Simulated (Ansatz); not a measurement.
System: Cu₂PbSiS₄ (P3₂21, No. 154; cell taken from a computed entry). Method: r²SCAN (plane waves, PAW; Ansatz, a program for electronic structure).

Numerical settings: plane-wave cutoff 560 eV, 6×6×4 k mesh (along the axes of the cell as run), Fermi–Dirac smearing 0.01 eV, no spin polarisation, scalar-relativistic PAW data made under PBE.

Cell (relaxed with PBEsol):

```
CELL_PARAMETERS angstrom
      5.99147     0.00000     0.00000
     -2.99573     5.18876     0.00000
      0.00000     0.00000    14.99281
ATOMIC_POSITIONS crystal
  Si 0.71751 0.00000 0.16667
  Si 0.00000 0.71751 0.83333
  Si 0.28249 0.28249 0.50000
  Cu 0.43125 0.34660 0.24489
  Cu 0.65340 0.08465 0.91155
  Cu 0.91535 0.56875 0.57822
  Cu 0.34660 0.43125 0.75511
  Cu 0.08465 0.65340 0.08845
  Cu 0.56875 0.91535 0.42178
  Pb 0.53329 0.00000 0.66667
  Pb 0.00000 0.53329 0.33333
  Pb 0.46671 0.46671 0.00000
  S  0.48517 0.97505 0.05469
  S  0.02495 0.51012 0.72136
  S  0.48988 0.51483 0.38803
  S  0.97505 0.48517 0.94531
  S  0.51012 0.02495 0.27864
  S  0.51483 0.48988 0.61197
  S  0.32866 0.09810 0.83493
  S  0.90190 0.23056 0.50160
  S  0.76944 0.67134 0.16826
  S  0.09810 0.32866 0.16507
  S  0.23056 0.90190 0.49840
  S  0.67134 0.76944 0.83174
```

Task: Give the computed band gap, smallest direct gap on the k points sampled and Γ–Γ gap.

Result: 
* **band gap**: 1.59 eV
* **smallest direct gap on the k points sampled**: 1.81 eV
* **Γ–Γ gap**: 1.90 eV

Note: cell and atoms aren't relaxed at this level (largest force component 0.29 eV/Å, pressure 1.9 GPa).

Spin–orbit coupling is not included; with these elements it can move the gap by several tenths of an eV or more.

The computed numbers hold no vibrational or temperature effects.

It cost roughly 50 core-minutes of CPU time.
